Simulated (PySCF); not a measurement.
acetamide cation (C2H5NO), SMILES CC(N)=O (connectivity only; charge and spin as stated), charge +1, multiplicity 2.

The structure is a stationary point at B3LYP-D3(BJ)/def2-SVP. The spin state was assumed, not searched. One conformer was computed; it need not be the lowest.

Level of theory: PySCF 2.14.0 with TDA-PBE/def2-SVPD.

Vertical excitations. The molecule is in vacuum.

Computed lowest excited states:
```csv
state,energy (eV),λ (nm),f,main pairs
root 1,0.80,1559,0.000,β HOMO→LUMO 100 %
root 2,2.67,464,0.001,β HOMO−1→LUMO 99 %
root 3,3.20,388,0.016,β HOMO−2→LUMO 96 %
root 4,4.11,302,0.018,β HOMO−3→LUMO 92 %
root 5,4.93,252,0.000,β HOMO−4→LUMO 99 %
root 6,5.63,220,0.000,"α HOMO→LUMO 48 %, β HOMO→LUMO+1 52 %"
root 7,5.97,208,0.060,β HOMO−5→LUMO 89 %
root 8,7.09,175,0.003,β HOMO−6→LUMO 98 %
root 9,7.30,170,0.002,α HOMO−1→LUMO 99 %
root 10,7.65,162,0.004,"α HOMO−2→LUMO 46 %, β HOMO−1→LUMO+1 48 %"
```
Unrestricted roots are not spin-pure.
